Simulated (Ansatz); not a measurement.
Compare A (`C1=CC2C=CC12`) with its isomer B (`C#CC1C=C1C`).

Program: Ansatz. Geometries: PBE0-D4/def2-TZVP. ΔE: electronic, gas phase. CCSD(T)/CBS adds triple-zeta CCSD(T) − MP2 to the extrapolated MP2 energy (def2 sets, frozen cores). Functionals use def2-TZVPP. B3LYP here is the variant with VWN-RPA as its local correlation; programs differ in this.

(1) Which isomer does CCSD(T)/CBS put lower? Give the gap. (An estimate is asked.)

(2) Give E(B) − E(A) in kJ/mol with ωB97M-V, B3LYP, B2PLYP, B3LYP-D4, HF/def2-TZVPP, r2SCAN-D4, MP2/def2-TZVPP. (An estimate is asked.)

Largest T1 diagnostic: 0.011.

Results:

(1) Ansatz gave: A, by 80.4 kJ/mol.

(2) The calculation gave: ωB97M-V 79.1, B3LYP 52.5, B2PLYP 59.9, B3LYP-D4 59.9, HF/def2-TZVPP 47.5, r2SCAN-D4 70.9, MP2/def2-TZVPP 76.0. None reverses the order clearly.

The D4 term adds +7.4 kJ/mol with B3LYP and +3.3 kJ/mol with PBE0; it sums over pairs of atoms, weighted by their polarisabilities, and B3LYP, whose exchange is more repulsive, gets the larger term. In def2-TZVPP, CCSD(T) changes the Hartree–Fock value by +32.4 kJ/mol (the triples alone add +3.9 kJ/mol) and MP2 by +28.4 kJ/mol.
